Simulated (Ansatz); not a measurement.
# CH2Al (quartet): the correlation ladder at distance Al1–C2 = 6.629 Å, 6-31G

How much of the correlation energy of CH2Al (quartet) does each wave-function method recover here?

Program: Ansatz 0.2.0, Gaussian basis. Level of theory: 6-31G, core rule «outside noble gas», up to 6 orbitals frozen. These are calculated values, not measurements.

The runs, in order: UHF; CCSD(T) on ROHF; CCSD(T) on UHF; BCCD(T) on ROHF; CISD as a restricted active space (open shells left free, so some higher excitations enter); CCSDT(Q) on ROHF; CCSDT(Q) on UHF; CCSDTQ on ROHF; CCSDTQ on UHF; CASSCF and MRCISD+Q, 5 electrons in 5 orbitals; CASSCF and NEVPT2, 5 electrons in 5 orbitals; CASSCF and MRCISD+Q, 9 electrons in 10 orbitals; CASSCF and NEVPT2, 9 electrons in 10 orbitals; Full CI.

### Step 1. The system

The geometry derives from a PBE0/def2-TZVP stationary point (not a proven minimum). One bond is set to the value named and the two fragments are kept rigid.

4 atoms, charge 0, spin multiplicity 4.

Atoms are counted from 1 here; the program's logs count them from 0.

Bond lengths: Al1–H3 1.613 Å, C2–H4 1.088 Å.

### Step 2. UHF

Contents of in.yaml:

```yaml
crystal:
  periodic: [false, false, false]
  atoms:
    - {symbol: Al, position_ang: [0.000000, -0.629385, 3.345951]}
    - {symbol: C, position_ang: [0.000000, -0.338120, -3.276647]}
    - {symbol: H, position_ang: [0.000000, 0.766707, 4.153063]}
    - {symbol: H, position_ang: [0.000000, 0.200799, -4.222366]}
basis:
  gaussian: {orbitals: 6-31G}
magnetization: {spin_polarized: true, initial_magnetization: 3}
hamiltonian: {xc: hf}
output: {orbitals: {seedname: orbitals}}
```

The run is started by

```console
$ ansatz run in.yaml --threads 1 --pin off --events-out ev --progress --plain --max-ram 4096MiB --backend cpu
```

The runs that follow: CCSD(T) on ROHF; CCSD(T) on UHF; BCCD(T) on ROHF; CISD as a restricted active space (open shells left free, so some higher excitations enter); CCSDT(Q) on ROHF; CCSDT(Q) on UHF; CCSDTQ on ROHF; CCSDTQ on UHF; CASSCF and MRCISD+Q, 5 electrons in 5 orbitals; CASSCF and NEVPT2, 5 electrons in 5 orbitals; CASSCF and MRCISD+Q, 9 electrons in 10 orbitals; CASSCF and NEVPT2, 9 electrons in 10 orbitals; Full CI.

**Question.** What will the summary of the whole plan be? Wanted: FCI from the RHF energy; RMP2 from FCI; UMP2 from FCI; RCCSD from FCI; RCCSD(T) from FCI; UCCSD(T) from FCI; RCCSDT(Q) from FCI; UCCSDT(Q) from FCI; NEVPT2 pair from FCI.

As calculated:

| quantity | value |
| --- | --- |
| FCI from the ROHF energy | -2.4556 eV |
| RMP2 from FCI | +18.10 kcal/mol |
| UMP2 from FCI | +18.20 kcal/mol |
| RCCSD from FCI | +0.50 kcal/mol |
| RCCSD(T) from FCI | +0.18 kcal/mol |
| UCCSD(T) from FCI | +0.16 kcal/mol |
| RCCSDT(Q) from FCI | +0.01 kcal/mol |
| UCCSDT(Q) from FCI | -0.01 kcal/mol |
| NEVPT2 pair from FCI | +15.33 kcal/mol |
| NEVPT2 valence from FCI | +6.72 kcal/mol |
| MRCISD+Q valence from FCI | +0.27 kcal/mol |
| levels within 1 kcal/mol (43 meV) | RCCSD, UCCSD, RCCSD(T), UCCSD(T), BCCD(T), RCCSDT, UCCSDT, RCCSDT(Q), UCCSDT(Q), RCCSDTQ, UCCSDTQ, MRCISD valence, MRCISD+Q valence |
| T1 diagnostic | 0.014 |
| effectively unpaired electrons | 3.07 |

**Reading.** RCCSD(T) misses by +0.18 kcal/mol, 0.3 % of the correlation energy. One determinant dominates. Of the multireference levels listed MRCISD+Q valence comes nearest in total energy (+0.27 kcal/mol), which doesn't show that its space is the better one. These misses are within one basis, not against nature; the frozen cores of restricted and unrestricted runs differ, which can shift their rows.

Levels on UHF freeze UHF's core orbitals, full CI those of ROHF, so the U rows can settle a little off it for that reason alone.

With open shells the CI space here admits some higher excitations, so it is larger than plain CISD.
